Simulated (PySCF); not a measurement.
**Magnesium: a sound run and one with changed settings**

Sound run: Mg [Ne] 3s2, Mg+ [Ne] 3s1. Computed with PySCF 2.14 in aug-cc-pVDZ (5s4p2d, 27 functions), with no relativity, point nucleus. In the sound run the correlated levels freeze [Ne]. The sound run starts from symmetry-adapted Hartree-Fock orbitals and uses a fine grid where one is needed.

A second run was set up differently.

```csv
species,method,sound run (hartree),changed run (hartree),converged
Mg,UHF,-199.60834,-199.60834,yes
Mg,PBE0,-199.96111,-199.96111,yes
Mg,PBE,-199.94234,-199.94234,yes
Mg,MP2,-199.63003,-199.62578,yes
Mg,CCSD(T),-199.64129,-199.64129,yes
Mg+,UHF,-199.36492,-199.36492,yes
Mg+,PBE0,-199.68267,-199.68267,yes
Mg+,PBE,-199.66122,-199.66122,yes
```

Ionisation energy of Mg:

```json
{"method": "UHF", "sound run (eV)": "6.624", "changed run (eV)": "6.624"}
{"method": "PBE0", "sound run (eV)": "7.577", "changed run (eV)": "7.577"}
{"method": "PBE", "sound run (eV)": "7.650", "changed run (eV)": "7.650"}
{"method": "MP2", "sound run (eV)": "7.214", "changed run (eV)": "7.099"}
{"method": "SCS-MP2", "sound run (eV)": "7.332", "changed run (eV)": "7.193"}
{"method": "CCSD", "sound run (eV)": "7.520", "changed run (eV)": "7.520"}
{"method": "CCSD(T)", "sound run (eV)": "7.520", "changed run (eV)": "7.520"}
{"method": "CCSDT", "sound run (eV)": "7.520", "changed run (eV)": "7.520"}
{"method": "FCI", "sound run (eV)": "7.520", "changed run (eV)": "7.520"}
```

(1) What was changed?
A. too few SCF iterations
B. all electrons correlated in a valence basis
C. angular grid far too coarse
D. level shift left on

Answers

(1) D. It used initial guess atom, at most 50 SCF cycles, level shift 0.1 hartree. A level shift leaves the converged SCF energy unchanged but raises the virtual orbital energies, which shrinks MP2 if it is not removed.
